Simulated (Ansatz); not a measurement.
Ideal-gas functions of `C=C=C(F)Cl` at 500 K and 1 bar, from an Ansatz frequency run at PBE0-D4/def2-TZVP.

Molar mass 92.5 g/mol, point group Cs (symmetry number 1), electronic degeneracy 1, moments of inertia 74.425, 178.122, 249.078 u Å². Harmonic wavenumbers (cm⁻¹, unscaled): 163, 237, 383, 509, 542, 629, 688, 948, 1021, 1100, 1313, 1489, 2106, 3129, 3206.

Use S(trans) = R[1.5 ln M + 2.5 ln T − 1.1517]; rotational temperatures θ = 24.2544 K / I; S(rot) = R[ln(√π/σ · √(T³/θAθBθC)) + 1.5]; for each mode x = 1.438777 ν̃/T, S = R[x/(eˣ − 1) − ln(1 − e⁻ˣ)] and H = RT x/(eˣ − 1); 1 cm⁻¹ = 0.0119627 kJ/mol; R = 8.31446 J/(mol·K).

Problem. By hand: the entropy, in J/(mol·K).

Solution. Translation 176.1. Rotation: θ = 0.3259, 0.1362, 0.0974 K, giving 117.4. Vibration, mode by mode: 14.68, 11.66, 7.91, 5.85, 5.41, 4.43, 3.87, 2.15, 1.82, 1.52, 0.93, 0.61, 0.14, 0.01, 0.01, in all 61.0. Electronic 0.0. Sum 354.5 J/(mol·K).

Problem. By hand: H − E and G − E in kJ/mol, counted from the electronic energy.

Solution. Zero-point energy ½ × 17463 × 0.0119627 = 104.5; thermal vibration 17.5; translation, rotation and pV give 4 RT = 16.6. H − E = 138.6 kJ/mol, and G − E = 138.6 − 500 × 354.5/1000 = -38.7 kJ/mol.

Vibration gives 17 % of the entropy.
